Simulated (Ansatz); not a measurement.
Al₂H₄O, SMILES `[OH][AlH][AlH2]`, 7 atoms. Total charge 0; spin multiplicity 1. All runs use 2 threads of an Arm Neoverse V2 on a shared host. Correlated methods freeze the cores. Open-shell runs search over several starts.

Problem. How many basis functions does each run have, and how long does it take in Ansatz? direct RPA on PBE orbitals/def2-TZVPP energy; UKS B3LYP-D4/def2-TZVPP energy of the cation; UKS B2PLYP (frozen core)/def2-TZVPP energy of the cation; RKS PBE-QIDH (frozen core)/def2-TZVPP energy; UKS ωB97X-V/def2-TZVPP energy of the cation; UKS ωB97M-V/def2-TZVPP energy of the cation; RKS PBE0-D4/def2-TZVP relaxation (10 steps); RKS CAM-B3LYP-D4/def2-TZVPP energy; RKS r2SCANh-D4/def2-TZVPP energy; RKS PBE0-D4/def2-TZVP frequencies; UKS r2SCAN-D4/def2-TZVPP energy of the cation; RKS PBE0-D4/def2-QZVPP energy. (Estimate.)

Solution. Computed: Other jobs shared the machine, so times are rough.

| level | job | functions | wall time | peak host memory (GiB) |
| --- | --- | --- | --- | --- |
| RKS CAM-B3LYP-D4/def2-TZVPP | energy | 171 | 2.6 s | 0.35 |
| RKS r2SCANh-D4/def2-TZVPP | energy | 171 | 3.6 s | 0.33 |
| direct RPA on PBE orbitals/def2-TZVPP | energy | 171 | 3.8 s | 0.33 |
| RKS PBE-QIDH (frozen core)/def2-TZVPP | energy | 171 | 3.8 s | 0.33 |
| UKS B3LYP-D4/def2-TZVPP | energy of the cation | 171 | 4.8 s | 0.39 |
| RKS PBE0-D4/def2-QZVPP | energy | 317 | 5.5 s | 0.7 |
| UKS B2PLYP (frozen core)/def2-TZVPP | energy of the cation | 171 | 7.5 s | 0.48 |
| UKS r2SCAN-D4/def2-TZVPP | energy of the cation | 171 | 12 s | 0.33 |
| UKS ωB97X-V/def2-TZVPP | energy of the cation | 171 | 13 s | 0.54 |
| UKS ωB97M-V/def2-TZVPP | energy of the cation | 171 | 16 s | 0.57 |
| RKS PBE0-D4/def2-TZVP | relaxation (10 steps) | 129 | 21 s | 0.21 |
| RKS PBE0-D4/def2-TZVP | frequencies | 129 | 55 s | 0.33 |

B3LYP here is the variant with VWN-RPA as its local correlation; programs differ in this.
